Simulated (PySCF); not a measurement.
Excitations are Tamm–Dancoff values on a coarser integration grid. The basis has no diffuse functions, so Rydberg states are missing or too high.

# CCl4, SMILES `ClC(Cl)(Cl)Cl` (charge 0, multiplicity 1)

All values below come from TPSSh-D3(BJ)/def2-TZVP // PBE0-D3(BJ)/def2-TZVP run with PySCF 2.14.0.

| Quantity | Result |
|---|---|
| HOMO | -8.31 eV |
| dipole moment | 0.00 D |
| LUMO | -2.02 eV |
| HOMO–LUMO gap | 6.29 eV |
| S1 excitation (TDA) | 5.76 eV |
| S1 oscillator strength | 0.000 |
| T1 excitation (TDA) | 5.28 eV |
| S1–T1 gap (TDA) | 0.48 eV |
| total energy | -51130.66 eV |
| cost | about 4 core-minutes (a rough figure) |

```xyz
5

Cl     1.3812    -1.0934    -0.0667
C      0.0000     0.0000     0.0000
Cl     0.5654     1.6672    -0.0917
Cl    -1.0772    -0.3306    -1.3558
Cl    -0.8694    -0.2432     1.5142
```
Charge 0, spin multiplicity 1.
